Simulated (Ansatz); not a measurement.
Run this with the Ansatz DFT code, driven from Python and show what comes out.

Script `run_conformers.py`:
```python
"""Conformer energies of C5H9N."""

import ansatz as az
from rdkit import Chem
from rdkit.Chem import AllChem

rd = Chem.AddHs(Chem.MolFromSmiles("C=CCC1CN1"))
ids = list(AllChem.EmbedMultipleConfs(rd, numConfs=20, randomSeed=232, pruneRmsThresh=0.4))
field = [energy for _, energy in AllChem.MMFFOptimizeMoleculeConfs(rd)]
distinct = {round(e, 2): i for i, e in zip(ids, field)}
chosen = sorted(distinct.items())[:5]
found = []
for force_field, index in chosen:
    c5h9n = az.Crystal.molecule()
    for atom, xyz in zip(rd.GetAtoms(), rd.GetConformer(index).GetPositions()):
        c5h9n = c5h9n.atom(atom.GetSymbol(), xyz.round(5).tolist())
    calc = c5h9n.calculation()
    calc = calc.basis(gaussian="6-31G*")
    calc = calc.functional("b3lyp")
    found.append(calc.run(threads=1, pin="off").report["free_energy_ev"])
print("conformer   MMFF (kcal/mol)   this level (eV)")
for (force_field, index), e in zip(chosen, found):
    print(f"{index:9d} {force_field - chosen[0][0]:17.2f} {(e - min(found)):17.3f}")
```

```console
$ python run_conformers.py
conformer   MMFF (kcal/mol)   this level (eV)
        4              0.00             0.016
        6              0.04             0.000
        9              0.38             0.030
        8              0.54             0.037
        5              0.67             0.051
```

Notes:
- The conformers keep their force-field geometries.
- b3lyp holds the VWN-RPA fit, as in Gaussian; the form of ORCA and Turbomole is b3lyp5.
- Timing: 20 s on 1 thread of Arm Neoverse V1, on a shared host, peak memory 0.33 GiB.
